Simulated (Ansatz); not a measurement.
System: Cu3AsS4 (Pmn2₁, No. 31). Method: HSE06+SOC (Ansatz, a quantum-chemistry and plane-wave program, PAW).

Numerical settings: plane-wave cutoff 460 eV, 4×4×4 k mesh, Fermi–Dirac smearing 0.01 eV, PAW data made under PBE.

Cell (measured lattice):

```cif
data_As2Cu6S8
_chemical_formula_sum 'As2 Cu6 S8'
_space_group_name_H-M_alt 'P 1'
_space_group_IT_number 1
_cell_length_a 7.39900
_cell_length_b 6.42800
_cell_length_c 6.14500
_cell_angle_alpha 90.000
_cell_angle_beta 90.000
_cell_angle_gamma 90.000
loop_
_space_group_symop_operation_xyz
  'x, y, z'
loop_
_atom_site_label
_atom_site_type_symbol
_atom_site_fract_x
_atom_site_fract_y
_atom_site_fract_z
_atom_site_occupancy
As1 As 0.00000 0.17260 0.00140 1
As2 As 0.50000 0.82740 0.50140 1
Cu1 Cu 0.00000 0.84670 0.50160 1
Cu2 Cu 0.50000 0.15330 0.00160 1
Cu3 Cu 0.75230 0.67450 0.00970 1
Cu4 Cu 0.74770 0.32550 0.50970 1
Cu5 Cu 0.24770 0.67450 0.00970 1
Cu6 Cu 0.25230 0.32550 0.50970 1
S1 S 0.00000 0.17770 0.35890 1
S2 S 0.50000 0.82230 0.85890 1
S3 S 0.00000 0.85170 0.87630 1
S4 S 0.50000 0.14830 0.37630 1
S5 S 0.74360 0.66480 0.38110 1
S6 S 0.75640 0.33520 0.88110 1
S7 S 0.25640 0.66480 0.38110 1
S8 S 0.24360 0.33520 0.88110 1
```

Task: Predict the band gap.

Result: 
* **band gap**: 1.31 eV (direct)

Measured, for comparison: band gap 1.24 eV (temperature not stated, no zero-point or thermal correction; as tabulated in Kim et al. (2020), doi:10.1038/s41597-020-00723-8).

Note: cell and atoms aren't relaxed at this level (largest force component 0.12 eV/Å, pressure 0.8 GPa).

Static lattice: no zero-point or thermal effects.
